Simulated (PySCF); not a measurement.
Species: 3-amino-1-propanol, C3H9NO.
Cartesian coordinates in Å at the PBE0-D3(BJ)/def2-SVP level; atoms count from 1:
```
atom  x, y, z in Å
N1     1.2711    0.7611    0.6402
C2     0.9341   -0.5836    0.1818
C3    -0.5750   -0.7817    0.1272
C4    -1.2743    0.1977   -0.8088
O5    -1.1780    1.5219   -0.3813
H6     1.0554    0.8639    1.6310
H7     2.2651    0.9506    0.5344
H8     1.3958   -1.3850    0.7934
H9     1.3418   -0.6995   -0.8375
H10   -1.0012   -0.6677    1.1406
H11   -0.7865   -1.8169   -0.1895
H12   -0.8597    0.0598   -1.8335
H13   -2.3453   -0.0599   -0.8755
H14   -0.2435    1.6395   -0.1227
```

Theory: TDDFT CAM-B3LYP/def2-SVPD, vertical, gas phase, core orbitals frozen in the response in PySCF 2.14.0, density-fitted response routines.

Frontier orbitals with the atoms that hold most of them (Löwdin shares over 4%, at most four atoms; ? is withheld):

```tsv
orbital	ε (eV)	atoms
HOMO-3	-11.29	C3 25%, C2 20%, H10 13%, O5 12%
HOMO-2	-10.76	O5 31%, C4 14%, N1 14%, C3 12%
HOMO-1	-8.87	?
HOMO	-8.64	?
LUMO	1.16	C2 21%, H7 15%, H6 11%, H8 11%
LUMO+1	1.89	H11 14%, H7 11%, C3 11%, H6 9%
LUMO+2	2.13	H10 18%, H9 17%, H6 13%, O5 8%
```

**Question.** Give the leading atoms of the HOMO.

**Answer.** O5 (bonded to C and H) 38%; N1 (bonded to C and 2 H) 24%; C4 (bonded to C, O and 2 H) 9%; C3 (bonded to 2 C and 2 H) 8%. By element: oxygen 38%, nitrogen 24%, carbon 16% or more.

**Question.** Which atoms hold the HOMO-1, and with what shares?

**Answer.** O5 (bonded to C and H) 39%; N1 (bonded to C and 2 H) 22%; C4 (bonded to C, O and 2 H) 11%; H12 (bonded to C) 6%.

**Question.** How does S1 compare with the orbital gap of 9.80 eV?

**Answer.** S1 is at 6.55 eV (f = 0.010), 3.25 eV below the gap, made of HOMO→LUMO (58%), HOMO-1→LUMO (29%). Without the coupling terms of the response equations the lowest excitation would equal the gap.

Next come S2 at 7.26 eV (f 0.0067), HOMO-1→LUMO (45%), HOMO→LUMO (27%), HOMO-1→LUMO+3 (9%); S3 at 7.65 eV (f 0.025), HOMO→LUMO+1 (34%), HOMO→LUMO+2 (33%), HOMO-1→LUMO+2 (10%); S4 at 7.77 eV (f 0.020), HOMO→LUMO+2 (36%), HOMO→LUMO+1 (29%), HOMO-1→LUMO+2 (8%); S5 at 7.90 eV (f 0.033), HOMO-1→LUMO+1 (52%), HOMO→LUMO+1 (15%), HOMO→LUMO+3 (11%).

Löwdin shares depend on the basis, the more so with diffuse functions.

On Arm Neoverse V1, one thread, no GPU (shared host), this took 87 s of wall time.

One conformer stands for the species.
